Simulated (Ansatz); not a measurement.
**AlSi (doublet): the correlation ladder at distance Si1–Al2 = 6.558 Å, cc-pVDZ**

Aim: climb from Hartree-Fock through coupled cluster and multireference methods for AlSi (doublet) at one geometry and basis, and see what each rung misses.

Program: Ansatz 0.2.0, Gaussian basis. Level of theory: cc-pVDZ, core rule «outside noble gas», up to 10 orbitals frozen. These are calculated values, not measurements.

The runs, in order: UHF; CCSD(T) on UHF; BCCD(T) on ROHF; CISD; CCSDT(Q) on UHF; CASSCF and MRCISD+Q, 3 electrons in 3 orbitals; CASSCF and NEVPT2, 3 electrons in 3 orbitals; CASSCF and MRCISD+Q, 7 electrons in 8 orbitals; CASSCF and MRCISD+Q(relaxed), 7 electrons in 8 orbitals; CASSCF and NEVPT2, 7 electrons in 8 orbitals; Full CI; Full CI in the symmetry of the determinant.

30 further runs of the same task are left out: 6 for a known fault of the program, 17 that didn't finish, 7 set aside as unsound or not needed.

### Step 1. The geometry

The geometry derives from a PBE0/def2-TZVP stationary point (not a proven minimum). One bond is set to the value named and the two fragments are kept rigid.

2 atoms, charge 0, spin multiplicity 2.

Atoms are counted from 1 here; the program's logs count them from 0.

No contacts short enough for the rule that draws bonds.

### Step 2. UHF

in.yaml reads:

```yaml
crystal:
  periodic: [false, false, false]
  atoms:
    - {symbol: Si, position_ang: [0.000000, 0.000000, 0.000000]}
    - {symbol: Al, position_ang: [0.000000, 0.000000, 6.558000]}
basis:
  gaussian: {orbitals: cc-pVDZ}
magnetization: {spin_polarized: true, initial_magnetization: 1}
hamiltonian: {xc: hf}
output: {orbitals: {seedname: orbitals}}
```

Launch:

```bash
> ansatz run in.yaml --threads 1 --pin off --events-out ev --progress --plain --max-ram 2393MiB
```

After this run come: CCSD(T) on UHF; BCCD(T) on ROHF; CISD; CCSDT(Q) on UHF; CASSCF and MRCISD+Q, 3 electrons in 3 orbitals; CASSCF and NEVPT2, 3 electrons in 3 orbitals; CASSCF and MRCISD+Q, 7 electrons in 8 orbitals; CASSCF and MRCISD+Q(relaxed), 7 electrons in 8 orbitals; CASSCF and NEVPT2, 7 electrons in 8 orbitals; Full CI; Full CI in the symmetry of the determinant.

Q: Predict the results of all the runs planned. Wanted: FCI below the UHF energy; UMP2 from FCI; UCCSD(T) from FCI; UCCSDT(Q) from FCI; NEVPT2 pair from FCI; MRCISD+Q pair from FCI; NEVPT2 valence from FCI; effectively unpaired electrons.

As calculated:

| quantity | value |
| --- | --- |
| FCI below the UHF energy | -3.0927 eV |
| UMP2 from FCI | +1036.8 meV |
| UCCSD(T) from FCI | +23.8 meV |
| UCCSDT(Q) from FCI | +1.8 meV |
| NEVPT2 pair from FCI | +995.8 meV |
| MRCISD+Q pair from FCI | -89.4 meV |
| NEVPT2 valence from FCI | +712.2 meV |
| levels within 1 kcal/mol (43 meV) | UCCSD(T), UCCSDT, UCCSDT(Q), MRCISD+Q valence |
| effectively unpaired electrons | 3.35 |

**Reading.** UCCSD(T) lands +23.8 meV from the yardstick (0.8 % of the correlation energy). MRCISD+Q pair, MRCISD+Q valence, MRCISD+Q(relaxed) valence fall below full CI: the +Q correction isn't variational, and the cores differ from full CI's. With 3.4 effectively unpaired electrons against 1 the state is strongly multireference. Coupled cluster on one determinant still stays close here. Of the multireference levels listed MRCISD+Q valence comes nearest in total energy (-6.8 meV), which doesn't show that its space is the better one. The lowest state has another symmetry than the determinant, whose own symmetry lies 0.01 eV higher, so single-reference misses include that gap. These misses are within one basis, not against nature; the frozen cores of restricted and unrestricted runs differ, which can shift their rows.
